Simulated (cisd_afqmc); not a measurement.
Input (AFQMC/CISD/cc-pVTZ; cisd_afqmc is a phaseless AFQMC code with CISD trial states that reads the integrals written by Ansatz):

Ansatz 0.2 input:
```python
import cisd_afqmc

open("ham.yaml", "w").write("""\
crystal:
  periodic: [false, false, false]
  atoms:
    - {symbol: C, position_ang: [-0.16236090, -1.63160930, 0.00472891]}
    - {symbol: C, position_ang: [0.56869988, -0.51929546, -0.00222610]}
    - {symbol: C, position_ang: [-0.00500061, 0.78581138, -0.00177715]}
    - {symbol: H, position_ang: [-1.24346061, -1.60018080, 0.01115879]}
    - {symbol: H, position_ang: [0.31248638, -2.60293919, 0.00410687]}
    - {symbol: H, position_ang: [1.65159122, -0.55726000, -0.00865172]}
    - {symbol: N, position_ang: [-0.44694960, 1.85013432, -0.00156684]}
basis:
  gaussian:
    orbitals: cc-pVTZ
magnetization: {spin_polarized: false}
correlation: {method: ccsd, electrons: outside_noble_gas, hamiltonian_folder: ham}
""")
rep = cisd_afqmc.ansatz("ham.yaml")
e_ccsd = rep["correlation"]["coupled_cluster"]["energy"]["hartree"]
out = cisd_afqmc.run("ham", e_ccsd, trial="CISD", walkers=1000, populations=1, threads=12, dt=0.005, steps=40, early=24, settle=10, least=100,
    cut=5e-5, rank_cut=2e-4, target=0.0004, seconds=1500, seed=4, memory=62639, gpu=True)
```

Output:

```
orbitals 158, occupied [10], factors 844 of 936, rank of the doubles 497 of 1480
E(HF) = -169.826366
E(CCSD) on the cut factors = -170.498390, shift to the whole factors -0.000004
Energy of the trial state on the determinant = -170.498381
  tau behind 7.2 of longer steps, mean of the populations' last blocks
   2.0  -170.53211
   4.0  -170.53213
   6.0  -170.53136
   8.0  -170.53313
  10.0  -170.53537
  12.0  -170.53499
  14.0  -170.53305
  16.0  -170.53146
  18.0  -170.53294
  20.0  -170.53220
  22.0  -170.53267
  24.0  -170.53431
  26.0  -170.53380
  28.0  -170.53267
blocks 136 (0 outliers left out), error by blocks joined: 1: 0.00027, 2: 0.00032, 4: 0.00036, 8: 0.00040
E(AFQMC/CISD) = -170.53317 +/- 0.00040
```
